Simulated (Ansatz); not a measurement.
Input file for dimethylamine (`CNC`):

```yaml
crystal:
  periodic: [false, false, false]
  atoms:
    - {symbol: C, position_ang: [-0.856665, 0.407255, -0.748840]}
    - {symbol: N, position_ang: [-0.459882, -0.174422, 0.512500]}
    - {symbol: C, position_ang: [0.945843, -0.503940, 0.558500]}
    - {symbol: H, position_ang: [-1.910570, 0.690545, -0.713970]}
    - {symbol: H, position_ang: [-0.740740, -0.334776, -1.544452]}
    - {symbol: H, position_ang: [-0.268381, 1.295141, -1.038887]}
    - {symbol: H, position_ang: [-0.689095, 0.456927, 1.268572]}
    - {symbol: H, position_ang: [1.158336, -1.294752, -0.167110]}
    - {symbol: H, position_ang: [1.207409, -0.885686, 1.547458]}
    - {symbol: H, position_ang: [1.613746, 0.343708, 0.326239]}
basis:
  gaussian: {orbitals: def2-SVP}
correlation: {method: ccsd_t}
```

```sh
$ ansatz run in.yaml --threads 2 --pin off --events-out ev --progress --plain
```

The program prints (abridged):

```
Functional definition: HF
797 factors; integrals over basis functions are off by at most 1.6e-3 eV
mean field evaluation 1: about -3648.3939 eV, gradient 2.6e1 eV
mean field evaluation 2: about -3648.3976 eV, gradient 2.6e1 eV
mean field evaluation 4: about -3650.2572 eV, gradient 3.2e0 eV
mean field evaluation 8: about -3650.2849 eV, gradient 1.3e-4 eV
mean field -3650.28493405 eV, -134.1454970743 hartree, gradient 1.1e-6 eV, S^2 0.000000; 0 other end points of the search recorded, 0 dependent functions left out
3 core orbitals not correlated: weight in the atoms' cores, before any rotation towards them, 1.000 or more for the frozen orbitals, at most 0.000 for the correlated occupied ones
reference -3650.28493405 eV, -134.1454970743 hartree; 10, 10 occupied and 64, 64 virtual orbitals, 797 factors
second order -12.67450865 eV of doubles, -0.00000000 eV of singles
cycle   1  -13.46046655 eV  change   -7.9e-1 eV  update   6.7e-2
cycle   2  -13.81184920 eV  change   -3.5e-1 eV  update   2.0e-2
cycle   3  -13.85636465 eV  change   -4.5e-2 eV  update   6.6e-3
cycle   4  -13.85707451 eV  change   -7.1e-4 eV  update   1.6e-3
cycle   5  -13.85760874 eV  change   -5.3e-4 eV  update   5.8e-4
cycle   6  -13.85765970 eV  change   -5.1e-5 eV  update   1.7e-4
cycle   7  -13.85762033 eV  change    3.9e-5 eV  update   5.8e-5
cycle   8  -13.85761827 eV  change    2.1e-6 eV  update   2.1e-5
perturbative correction -0.36102761 eV, -0.0132675200 hartree
Total energy: -3664.50357993 eV, -134.6680226726 hartree
```

Run time 1.4 s (2 threads of a server CPU on a shared host); peak host memory 0.25 GiB.

MP2 recovers 89.1 % of the CCSD(T) correlation energy and the triples give 2.5 %; T1 = 0.0074.
